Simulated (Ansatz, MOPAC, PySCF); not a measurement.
Pair of molecules: H2O (SMILES O) (first 3 atoms) with H2O (SMILES O); geometry from NCB31 set.
(charge 0, multiplicity 1):
```xyz
6

O      1.532     0.006    -0.121
H      0.576    -0.005     0.025
H      1.906    -0.038     0.763
O     -1.396    -0.005     0.107
H     -1.789    -0.742    -0.371
H     -1.777     0.778    -0.304
```

Counterpoise-corrected where a basis set is named; no monomer relaxation. Rows marked so take none.

Rows in 3-21G carry no dispersion term and start afresh at each structure. The state that PM3 reach isn't checked.

Run with Ansatz (a first-principles code); MOPAC for PM3 (differences of heats of formation); PySCF for 3-21G rows, the dispersion terms. Each number belongs to the level named beside it.

One of these levels gives -21.9 kJ/mol for the interaction energy. Name it.
A. B3LYP/3-21G (no counterpoise)
B. PM3
C. r2SCAN-D3(BJ)/def2-TZVPPD
D. HF/aug-cc-pVTZ

C, r2SCAN-D3(BJ)/def2-TZVPPD. The others give -10.9 (PM3), -15.4 (HF/aug-cc-pVTZ), -53.8 (B3LYP/3-21G (no counterpoise))
